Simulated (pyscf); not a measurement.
H₂N–SiH₂–NH₂ + H• → H₂N–SiH•–NH₂ + H₂ (hydrogen abstraction; doublet surface; H–Si broken, H–H formed). PySCF, gas phase, ωB97X-D3(BJ)/def2-SVP geometries. Rate constants from transition-state theory, ωB97M-D3(BJ)/def2-TZVP energies (ideal gas, 1 atm, RRHO with modes under 100 cm⁻¹ raised to 100, one conformer, R ln 2 for chiral ones without a mode under 150 cm⁻¹; no tunnelling), k in cm³ molecule⁻¹ s⁻¹.

| T (K) | 1000/T | log10 k |
|---|---|---|
| 298 | 3.354 | -13.06 |
| 600 | 1.667 | ? |
| 900 | 1.111 | -10.88 |
| 1200 | 0.833 | -10.50 |

### Question
Fit an Arrhenius line to the three values, give the activation energy, and predict k at 600 K.

### Answer
Least squares gives log10 k = -9.72 − 1.00 × 1000/T, so Ea = 1.00 × ln 10 × 1.987 = 4.6 kcal/mol, against an electronic barrier of 4.2. At 600 K the line gives -11.39; the computed value is -11.52 (ΔG‡ = 15.2 kcal/mol), a factor 1.4 under the line, since the plot is curved. This is the saddle that the search found; another between the same sides may lie lower. The angle at the transferred H is 171°.
